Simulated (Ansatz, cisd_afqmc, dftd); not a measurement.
Reaction: HO (SMILES [OH], doublet) → HO- (SMILES [OH-]) (an electron is taken up)
Each species at its own B3LYP-D3(BJ)/def2-TZVP minimum (Ansatz, a quantum-chemistry and plane-wave program).

Wanted: adiabatic electron affinity (electronic), positive where energy is released, in eV. Radicals and triplets start from unrestricted determinants; spin-orbit coupling is neglected. Cores are frozen in correlated methods. Rows without X2C or -DK are non-relativistic. AFQMC/CISD: phaseless, guided by CISD from CCSD amplitudes; bars are statistical, one sigma. Outlying blocks are dropped, and bars are widened where a walk drifts. Over all cases where full CI ran beside it in this data, AFQMC minus full CI had a median of +0.1 mEh and passed +0.4 mEh in a tenth of the cases. CBS(X,Y): correlation extrapolated as X^-3, Hartree-Fock from the larger set. A bracket is a step between two methods taken in the basis named. The functionals are non-relativistic, so their misses hold any scalar relativity. Double hybrids freeze cores in their MP2 part. '+ core + X2C': CCSD(T) terms for core correlation (cc-pwCVTZ) and scalar relativity (cc-pVTZ-DK). def2-TZVPD holds few diffuse functions, which lowers the functionals' binding of the extra electron.

```tsv
level	program	adiabatic electron affinity (eV)	difference against the last row
HF/aug-cc-pVQZ	Ansatz	-0.26	-2.10
PBE-D4/def2-TZVPD	Ansatz + dftd4	1.97	0.13
r2SCAN-D3(BJ)/def2-TZVPD	Ansatz + dftd3	1.64	-0.20
CAM-B3LYP/def2-TZVPD	Ansatz	1.82	-0.02
wB97X-V/def2-TZVPD	Ansatz	1.70	-0.14
B2PLYP-D3(BJ)/def2-TZVPD	Ansatz + dftd3	1.82	-0.02
B2PLYP/def2-TZVPD	Ansatz	1.82	-0.02
MP2/aug-cc-pVDZ	Ansatz	1.94	0.10
CCSD/aug-cc-pVQZ	Ansatz	1.60	-0.24
CCSD(T)/CBS(aug-cc-pVTZ,aug-cc-pVQZ)	Ansatz	1.84	0.00
CCSD(T)/CBS(aug-cc-pVTZ,aug-cc-pVQZ) + core + X2C	Ansatz	1.84	0.00
CCSDTQ/aug-cc-pVDZ	Ansatz	1.64	-0.20
AFQMC/CISD/aug-cc-pVDZ	cisd_afqmc	1.64 ± 0.01	-0.20
CCSD(T)/CBS(aug-cc-pVTZ,aug-cc-pVQZ) + [CCSDT(Q) - CCSD(T)]/aug-cc-pVQZ + core + X2C	Ansatz	1.84	0.00
CCSD(T)/CBS(aug-cc-pVTZ,aug-cc-pVQZ) + [CCSDT(Q) - CCSD(T)]/aug-cc-pVQZ + [CCSDTQ - CCSDT(Q)]/aug-cc-pVDZ + core + X2C	Ansatz	1.84	0.00
```
